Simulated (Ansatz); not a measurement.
FH₂SSi, SMILES F[SiH]S, a relaxed scan of one distance

Computed with Ansatz's Python interface.

Input file `fh2ssi.xyz`:
```text
5

F    -1.39760   -0.07540    0.93550
Si   -0.74660   -0.16400   -0.51290
S     0.98210    1.06780   -0.49020
H    -0.22770   -1.55660   -0.68510
H     1.43960    0.65450    0.71130
```

Run as a notebook:

**Cell 1**
```python
import ansatz
import numpy as np
```

**Cell 2**
```python
molecule = ansatz.Crystal.molecule_from_extxyz("fh2ssi.xyz")
```

**Cell 3**
```python
setup = (
    molecule.calculation()
    .basis(gaussian="def2-SVP")
    .functional("pbe")
    .spin("collinear", total=1)
)
symbols = [site.symbol for site in molecule.cartesian_sites]
pairs = [(0, 1), (1, 2), (1, 3), (2, 4)]
print("held (A)   E (eV)        ", "  ".join(f"{symbols[i]}{i}-{symbols[j]}{j}" for i, j in pairs))
for length in [1.38, 1.5, 1.62, 1.8, 2.02]:
    r = setup.relax(constraints=[ansatz.DistanceConstraint((1, 3), at=length)], force_tolerance=0.02, max_steps=60).run(threads=1).report
    xyz = np.array(r["positions_ang"])
    print(f"{length:6.2f} {r['free_energy_ev']:14.5f}  ", "  ".join(f"{np.linalg.norm(xyz[i] - xyz[j]):.3f}" for i, j in pairs))
```
Output:
```text
held (A)   E (eV)         F0-Si1  Si1-S2  Si1-H3  S2-H4
DeckWarning: relax.constraints: the input's atoms, or those drawn, lie off the distances that are held; a relaxation that starts there is brought onto them ahead of its first SCF, by positions alone, [...]
  1.38   -21443.54946   1.646  2.153  1.380  1.368
  1.50   -21443.82745   1.648  2.153  1.500  1.364
  1.62   -21443.75077   1.647  2.157  1.620  1.364
  1.80   -21443.40133   1.646  2.162  1.800  1.365
  2.02   -21442.85819   1.648  2.175  2.020  1.365
```

Caveats:
- Total energies depend on the basis set; only differences at equal settings carry meaning.
- Warnings are shown shortened and without file and line.
- The energies are electronic: no zero-point or thermal terms, and the basis set is short of its limit.
- The species is open-shell (spin multiplicity 2).
- Timing: 3.2 min on 1 thread of Arm Neoverse V1, on a shared host, peak memory 0.22 GiB.

(Lines on the test bed's own set-up are left out of the output.)
